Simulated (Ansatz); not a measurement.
1T (CdI2-type) CdI2, treated with PBE-D4 (PAW; Ansatz, a first-principles code).

Run with plane-wave cutoff 500 eV, 12×12×6 k mesh (along the axes of the cell as run), gaussian smearing 0.02 eV, scalar-relativistic PAW data made under PBE.

Computed at the level's own relaxed cell.

Estimate the volume per atom, lattice constant a and c axis length that the calculation returns.


* **volume per atom**: 35.38 Å³/atom
* **lattice constant a**: 4.241 Å
* **c axis length**: 6.815 Å

Measured, for comparison: lattice constant a 4.244 Å, lattice parameter c 6.859 Å (temperature not stated, not corrected to a static lattice; as tabulated in de Haan, NBS Special Publication (1969), 233, by the Crystallography Open …). Computed (rounded) less measured: lattice constant a -0.1 %, lattice parameter c -0.6 %. A static lattice is as a rule a little smaller and stiffer than an uncorrected measurement, which narrows the difference in the lattice parameter c and would widen misses of the other sign.

Spin–orbit coupling is not included.

Static lattice: no zero-point or thermal effects.
